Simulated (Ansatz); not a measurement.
SiH3(NHMe) (CH₇NSi). Total charge 0; singlet. Geometry PBE0-D4/def2-TZVP.

| atom | x (Å) | y (Å) | z (Å) |
| --- | --- | --- | --- |
| Si1 | 0.356 | -0.588 | -1.222 |
| H2 | -0.559 | -0.956 | -2.334 |
| H3 | 1.396 | 0.356 | -1.729 |
| H4 | 1.090 | -1.803 | -0.761 |
| N5 | -0.611 | 0.098 | 0.007 |
| C6 | -0.130 | 0.581 | 1.280 |
| H7 | -1.603 | 0.179 | -0.130 |
| H8 | -0.556 | 0.029 | 2.125 |
| H9 | 0.955 | 0.458 | 1.335 |
| H10 | -0.338 | 1.646 | 1.428 |

B3LYP takes the VWN-RPA correlation.

(1) Estimate the orbital energies around the gap (eV) in Ansatz with LDA (SPW92)/def2-TZVP, r2SCAN-D4/def2-TZVP, B3LYP-D4/def2-TZVP, PBE0-D4/def2-TZVP, CAM-B3LYP-D4/def2-TZVP.

## Answers

(1) 
```csv
orbital,LDA (SPW92)/def2-TZVP,r2SCAN-D4/def2-TZVP,B3LYP-D4/def2-TZVP,PBE0-D4/def2-TZVP,CAM-B3LYP-D4/def2-TZVP
HOMO−5,-10.50,-10.84,-11.79,-12.07,-13.62
HOMO−4,-10.31,-10.60,-11.48,-11.75,-13.23
HOMO−3,-8.73,-9.02,-9.93,-10.14,-11.61
HOMO−2,-8.16,-8.49,-9.32,-9.54,-11.02
HOMO−1,-8.08,-8.42,-9.23,-9.42,-10.88
HOMO,-5.42,-5.59,-6.47,-6.68,-8.09
LUMO,-0.57,0.16,0.23,0.49,1.38
LUMO+1,0.53,1.24,1.28,1.55,2.43
LUMO+2,0.97,1.65,1.71,1.98,2.88
LUMO+3,1.06,1.95,1.74,2.04,2.90
LUMO+4,1.30,2.18,1.95,2.30,3.14
LUMO+5,1.61,2.56,2.24,2.58,3.42
```
